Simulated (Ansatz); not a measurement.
# AlLiH₂ (singlet): the correlation ladder at distance Al1–Li2 = 5.845 Å, 6-31G

How much of the correlation energy of AlLiH₂ (singlet) does each wave-function method recover here?

Method: 6-31G, core rule «outside noble gas», up to 6 orbitals frozen; program: Ansatz 0.2.0, Gaussian basis.

To be run: UHF; CCSD(T) on RHF; CCSD(T) on UHF; BCCD(T) on RHF; CISD; CCSDT(Q) on RHF; CCSDT(Q) on UHF; CCSDTQ on RHF; CCSDTQ on UHF; CASSCF and MRCISD+Q, 2 electrons in 2 orbitals; CASSCF and NEVPT2, 2 electrons in 2 orbitals; Full CI.

41 further runs of the same task are left out: 22 for a known fault of the program, 15 that didn't finish, 4 set aside as unsound or not needed.

## (1) The system

The geometry derives from a PBE0/def2-TZVP stationary point (not a proven minimum). One bond is set to the value named and the two fragments are kept rigid.

4 atoms, charge 0, spin multiplicity 1.

Atoms are counted from 1 here; the program's logs count them from 0.

Bond lengths: Al1–H3 1.618 Å, Al1–H4 1.618 Å. Angles: H3–Al1–H4 107.9°.

## (2) UHF

Input file in.yaml:

```yaml
crystal:
  periodic: [false, false, false]
  atoms:
    - {symbol: Al, position_ang: [0.000000, 0.000000, 1.075456]}
    - {symbol: Li, position_ang: [0.000000, 0.000000, -4.769544]}
    - {symbol: H, position_ang: [0.000000, 1.307862, 2.027865]}
    - {symbol: H, position_ang: [0.000000, -1.307862, 2.027865]}
basis:
  gaussian: {orbitals: 6-31G}
magnetization: {spin_polarized: true, initial_magnetization: 0}
hamiltonian: {xc: hf}
output: {orbitals: {seedname: orbitals}}
```

Started as:

```
ansatz run in.yaml --threads 1 --pin off --events-out ev --progress --plain --max-ram 2393MiB
```

Further steps of the session: CCSD(T) on RHF; CCSD(T) on UHF; BCCD(T) on RHF; CISD; CCSDT(Q) on RHF; CCSDT(Q) on UHF; CCSDTQ on RHF; CCSDTQ on UHF; CASSCF and MRCISD+Q, 2 electrons in 2 orbitals; CASSCF and NEVPT2, 2 electrons in 2 orbitals; Full CI.

Before running them: what should the planned runs give, taken together? Wanted: FCI from the RHF energy; RMP2 from FCI; UMP2 from FCI; RCCSD from FCI; RCCSD(T) from FCI; UCCSD(T) from FCI; RCCSDT(Q) from FCI; UCCSDT(Q) from FCI; NEVPT2 pair from FCI.

The runs gave:

```
                         quantity                                                                                                      value
          FCI from the RHF energy                                                                                                 -2.9241 eV
                    RMP2 from FCI                                                                                                +1286.8 meV
                    UMP2 from FCI                                                                                                 +437.5 meV
                   RCCSD from FCI                                                                                                 +163.0 meV
                RCCSD(T) from FCI                                                                                                  -27.3 meV
                UCCSD(T) from FCI                                                                                                  +24.6 meV
               RCCSDT(Q) from FCI                                                                                                   -5.8 meV
               UCCSDT(Q) from FCI                                                                                                   +2.4 meV
             NEVPT2 pair from FCI                                                                                                 +425.0 meV
           MRCISD+Q pair from FCI                                                                                                   -4.4 meV
levels within 1 kcal/mol (43 meV)  UCCSD, RCCSD(T), UCCSD(T), BCCD(T), RCCSDT, UCCSDT, RCCSDT(Q), UCCSDT(Q), RCCSDTQ, UCCSDTQ, MRCISD+Q pair
                    T1 diagnostic                                                                                                      0.133
   effectively unpaired electrons                                                                                                       1.82
```

RCCSD(T) misses by -27.3 meV, 0.9 % of the correlation energy. CCSD(T) misses by -27.3 meV on the restricted determinant and by +24.6 meV on the unrestricted one; the two need not hold the same state or core. RCCSD(T), RCCSDT(Q), MRCISD+Q pair fall below full CI, which methods that aren't variational can do. The occupations show strong static correlation (1.8 unpaired electrons where one determinant has 0). Coupled cluster on one determinant still stays close here. Of the multireference levels listed MRCISD+Q pair comes nearest in total energy (-4.4 meV), which doesn't show that its space is the better one. These misses are within one basis, not against nature.
